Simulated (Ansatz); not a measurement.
Geometry optimisation, RKS BLYP-D4/6-31G* (Ansatz 0.2.0).

Input:

```yaml
crystal:
  periodic: [false, false, false]
  atoms:
    - { symbol: Si, position_ang: [0.262426, -0.501305, -0.44384] }
    - { symbol: H, position_ang: [-0.197876, -0.129607, 2.164208] }
    - { symbol: H, position_ang: [1.289891, 0.240653, -1.236266] }
    - { symbol: H, position_ang: [-0.565135, 0.48224, 0.306492] }
    - { symbol: Cl, position_ang: [-1.044141, -1.406115, -1.833137] }
    - { symbol: P, position_ang: [1.352791, -1.924533, 0.84716] }
    - { symbol: H, position_ang: [0.196175, -2.719389, 1.172769] }
    - { symbol: H, position_ang: [1.741708, -2.766551, -0.258106] }
    - { symbol: H, position_ang: [0.15736, -0.467193, 2.67902] }
basis:
  gaussian: { orbitals: "6-31G*" }
hamiltonian:
  xc: blyp
  dispersion: d4
relax:
  f_tol: 0.03
  max_steps: 50
```

Run as:

```bash
$ ansatz run input.yaml --threads 2 --pin off --max-ram 3072MiB --backend cpu --events-out ev --progress --plain --runs-dir out
```

Problem. Where does it end, and by what steps?

Solution. The run converged. After 5 steps the energy has fallen by 0.265 eV; H2 moved furthest, 0.75 Å.

| step | energy less start (eV) | largest force component (eV/Å) | accepted |
| --- | --- | --- | --- |
| 0 | 0.0000 | 1.276 | yes |
| 1 | -0.1755 | 0.235 | yes |
| 2 | -0.2342 | 0.099 | yes |
| 3 | -0.2596 | 0.071 | yes |
| 4 | -0.2646 | 0.059 | yes |
| 5 | -0.2653 | 0.027 | yes |

```xyz
9
Properties=species:S:1:pos:R:3
Si 0.319 -0.537 -0.689
H -0.440 0.071 2.843
H 1.310 0.211 -1.518
H -0.448 0.416 0.165
Cl -1.051 -1.441 -2.008
P 1.441 -1.994 0.658
H 0.270 -2.726 1.051
H 1.767 -2.901 -0.407
H 0.025 -0.291 3.304
```

Whether the end is a true minimum wasn't checked by a vibrational analysis.

The run took 7.8 s on 2 threads of Arm Neoverse V2, with other jobs on the host, peak memory 0.13 GiB.
